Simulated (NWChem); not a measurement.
## NO (+1)

```xyz
2

N      0.0000     0.0000     0.5653
O      0.0000     0.0000    -0.4946
```
Charge +1, spin multiplicity 1.

Everything below was run with NWChem. All single points use one geometry, from PBE0/def2-SVP, a minimum by its harmonic frequencies.

Symmetry labels belong to the abelian group C2v used in the runs, with the axes of the coordinates shown; states degenerate in a higher group split over its labels.

The structure started from a generated list of species.

List the lowest 3 singlet excitations that TD-LDA (SVWN5)/def2-SVPD gives, with oscillator strengths.


```json
[
 {"state": "1", "symmetry": "b2", "energy (eV)": "9.66", "wavelength (nm)": "128", "f": "0.016"},
 {"state": "2", "symmetry": "b1", "energy (eV)": "9.66", "wavelength (nm)": "128", "f": "0.016"},
 {"state": "3", "symmetry": "a2", "energy (eV)": "10.95", "wavelength (nm)": "113", "f": "0.000"}
]
```
